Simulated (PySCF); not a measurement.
Isomers of C3H4FN, one GFN2-xTB conformer each. Single-point energies are computed at PBE0/pcSseg-1 (PySCF, gas phase, no added dispersion term), electronic only.

Question: Rank them by PBE0/pcSseg-1 energy, lowest first (kJ/mol).
A. `[F:1][CH2:2][C@H:3]1[CH:4]=[N:5]1` with F1–C2–C3–C4 81°
B. `[F:1][CH2:2][C:3]1=[N:4][CH2:5]1` with F1–C2–C3–N4 180°
C. `[CH2:1]=[N:2]/[CH:3]=[CH:4]\[F:5]` with C1–N2–C3–C4 180°
D. `[CH2:1]=[N:2][C:3](=[CH2:4])[F:5]` with C1–N2–C3–C4 180°

Answer: D (0.0), C (29.5), B (96.5), A (101.2).

As drawn, the lowest has a C=C bond outside aromatic rings, which the highest lacks; the highest has a three-membered ring, which the lowest lacks. Neighbours under 10 kJ/mol apart (FCC1=NC1 and FC[C@H]1C=N1) can change places with a better method, another conformer or zero-point energy. GFN2-xTB itself gives, in the same order: 0.0, 27.3, 79.9, 90.5. Both levels put the same isomer lowest; measured from each level's own lowest isomer, the values differ by up to 16.6 kJ/mol (FCC1=NC1: 79.9 against 96.5).

Q: Which frontier levels, dipoles and rotational constants go with these structures?

A: 
```json
{"SMILES": "C=NC(=C)F", "HOMO (eV, PBE0/pcSseg-1)": "-7.43", "LUMO (eV)": "-1.60", "dipole (D)": "0.65", "A, B, C (MHz)": "10165, 4706, 3217"}
{"SMILES": "C=N/C=C\\F", "HOMO (eV, PBE0/pcSseg-1)": "-7.22", "LUMO (eV)": "-1.22", "dipole (D)": "2.68", "A, B, C (MHz)": "19285, 2945, 2555"}
{"SMILES": "FCC1=NC1", "HOMO (eV, PBE0/pcSseg-1)": "-7.92", "LUMO (eV)": "-0.55", "dipole (D)": "1.22", "A, B, C (MHz)": "14943, 3428, 2894"}
{"SMILES": "FC[C@H]1C=N1", "HOMO (eV, PBE0/pcSseg-1)": "-8.05", "LUMO (eV)": "-0.90", "dipole (D)": "0.95", "A, B, C (MHz)": "16150, 3364, 3073"}
```
